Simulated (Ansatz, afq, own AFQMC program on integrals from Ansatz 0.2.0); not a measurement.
Integrals from Ansatz 0.2.0, then the random walk in our own AFQMC program (afq).

```yaml
crystal:
  periodic: [false, false, false]
  atoms:
    - {symbol: Ge, position_ang: [0.000000, 0.000000, 0.000000]}
basis:
  gaussian: {orbitals: def2-SVP}
magnetization: {spin_polarized: true, initial_magnetization: 2}
correlation: {method: ccsd_t, electrons: outside_noble_gas, hamiltonian_folder: ham}
```

```sh
$ ansatz run in.yaml --threads 1 --pin off --events-out ev --progress --plain --max-ram 24576MiB --backend cuda --devices 0, --max-vram 18GiB
```

Options of the walk:

```
--method phaseless --trial cisd --walkers 4000 --populations 20 --least-time 60 --time-step 0.005 --steps-per-block 50 --equilibration-blocks 28 --max-blocks 4000 --target-error 7e-05 --factor-cut 1e-05 --start spin_pure --seed 6110 --release-times 0.24,0.5,1,1.5 --release-step 0.02 --release-every 3 --taylor-order 6
```

Times are imaginary, in 1/Eh. The walk had a cap of 122 s. With eight or more populations the least sampling time is a fifth of least-time, and the error comes from their spread. Filled inner d shells are frozen with the cores.

afq prints:

```
orbitals 18  electrons 3 1  factors 113 of 220
reference energy -2075.05804947 Eh
CCSD correlation -0.05691571 Eh in 9 cycles, weight of the determinant in the CISD state 0.9480
energy of the start -2075.114929 Eh
 block  time / (1/Eh)  mean weight  energy / Eh
     1     0.250  1.0000  -2075.114957
     2     0.500  0.9999  -2075.115087
     3     0.750  0.9999  -2075.115254
     4     1.000  1.0000  -2075.115440
     5     1.250  1.0000  -2075.115539
    12     3.000  0.9999  -2075.116032
    19     4.750  0.9999  -2075.116027
    26     6.500  0.9999  -2075.116042
    33     8.250  1.0000  -2075.116106
    40    10.000  1.0000  -2075.116136
    47    11.750  1.0000  -2075.116074
    54    13.500  1.0000  -2075.116047
    57    14.250  1.0000  -2075.116208
    61    15.250  1.0000  -2075.116019
    68    17.000  1.0001  -2075.116024
    73    18.250  1.0000  -2075.115917
    75    18.750  1.0001  -2075.116078
    78    19.500  1.0001  -2075.115988
error from the spread of 20 populations
released: time / (1/Eh)  energy / Eh  error  mean overlap
  0.24  -2075.116059  0.000023  0.9981
  0.50  -2075.116076  0.000019  0.9973
  1.00  -2075.116079  0.000014  0.9992
  1.50  -2075.116078  0.000011  0.9985
energy -2075.116039 +/- 0.000022 Eh
(rows thinned)
```

The run passed its tests (sampling time, drift between the halves within three errors, error under three times the target), which doesn't prove that it has relaxed.

Against this walk (error 0.6 meV) on the same determinant: CCSD(T) 6.4 meV higher, CCSDT(Q) 2.1 meV lower, full CI 2.3 meV lower. The error is statistical and leaves out the bias of the constraint. Released to 1.50 1/Eh the energy moves by -1.1 ± 0.7 meV (both errors), within twice the noise.

Cautions: constraint bias not in the error; no relativity below Rb; no spin-orbit coupling; inner d shell frozen.

The walk took 22 s on 1 × NVIDIA H100 80GB HBM3 with 1 thread of AMD EPYC 7R13 Processor (Zen 3) (shared host) (the card was shared). The log's last line is the phaseless energy.

CCSDT and higher add their correlation energy to the determinant of the CCSD(T) run, since their own runs factorise the integrals more tightly (a shift of under 2 meV). A walk keeps the symmetry of its determinant, which the program's search chose and which needn't be the lowest solution, so a lower state of the same spin and another symmetry isn't excluded.
